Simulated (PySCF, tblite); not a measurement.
# N-Methyl Propargyl Amine (C4H7N): infrared bands, NMR shifts and spin-spin couplings

What infrared bands, NMR shifts and spin-spin couplings should N-Methyl Propargyl Amine (C4H7N) (`C#CCNC`) show?

Programs: tblite 0.8.0 and PySCF 2.14.0, with density-fitted response routines of our own. Each step states its level of theory. These are calculated values for one molecule in the gas phase, unless marked as measured. Atoms are numbered from 0 throughout.

### 1 Starting geometry

12 atoms, charge 0, multiplicity 1; geometry from: GFN2-xTB.

Bonds of the start (Å): C0–C1 1.20, C1–C2 1.46, C2–N3 1.46, N3–C4 1.45, C0–H5 1.05, C2–H6 1.10, C2–H7 1.10, N3–H8 1.02, C4–H9 1.09, C4–H10 1.10, C4–H11 1.09.

### 2 Infrared spectrum with GFN2-xTB

Job settings and geometry (Å):

```
{"job": {"kind": "ir", "xc": "GFN2-xTB", "basis": "xTB"}, "charge": 0, "multiplicity": 1}
C      2.116828     1.041690    -0.491783
C      1.395860     0.088904    -0.413110
C      0.445701    -0.998532    -0.217865
N     -0.644064    -0.678469     0.692804
C     -1.520178     0.365384     0.199408
H      2.776312     1.851499    -0.593767
H      0.007935    -1.273888    -1.184137
H      0.975698    -1.869250     0.183835
H     -0.260692    -0.404853     1.593581
H     -2.301081     0.543670     0.936785
H     -1.004509     1.314090    -0.007941
H     -1.986611     0.019069    -0.723836
```

**Question.** This job is followed by: GIAO PBE0/pcSseg-1 NMR shielding, non-relativistic, gas phase; B3LYP/pcJ-1 indirect spin-spin coupling, non-relativistic, gas phase. What will the session give for the following? strongest single infrared mode (GFN2-xTB); zero-point energy (GFN2-xTB); 13C shifts against TMS (PBE0/pcSseg-1); 1H shifts against TMS (PBE0/pcSseg-1, means over atoms taken as alike); 15N shifts against NH3 (PBE0/pcSseg-1); largest coupling of the table (B3LYP/pcJ-1).

**Answer**, as computed:

| quantity | value |
| --- | --- |
| strongest single infrared mode (GFN2-xTB) | 805 cm⁻¹, 105 km/mol |
| zero-point energy (GFN2-xTB) | 62.4 kcal/mol |
| 13C shifts against TMS (PBE0/pcSseg-1) | 87.0, 78.3, 42.8, 37.3 ppm |
| 1H shifts against TMS (PBE0/pcSseg-1, means over atoms taken as alike) | 3.50, 2.63, 1.67, -0.05 ppm |
| 15N shifts against NH3 (PBE0/pcSseg-1) | 45.9 ppm |
| largest coupling of the table (B3LYP/pcJ-1) | 1J(C,H) C0–H5, 260.8 Hz |

In words: All 30 modes are real, so the xTB geometry is a minimum. The strongest single mode, at 805 cm⁻¹, moves mainly H8. Unscaled tight-binding wavenumbers are off by several per cent, some by more. Its intensities can rank the bands wrongly. H6, H7 (mean) (hydrogen on a propargylic sp3 CH2 bonded to N) lies farthest downfield among hydrogen, at 3.50 ppm; its carbon carries N, an electronegative neighbour. At PBE0/pcSseg-1: The widest tensor belongs to C1: span 300 ppm, with a paramagnetic part of -169 ppm. Of the pairs tabulated at B3LYP/pcJ-1, C0–H5 couples most strongly (260.8 Hz; Fermi contact 261.4 Hz). Couplings across rotatable bonds belong to this one conformer; where others are populated, the observed values are averages.
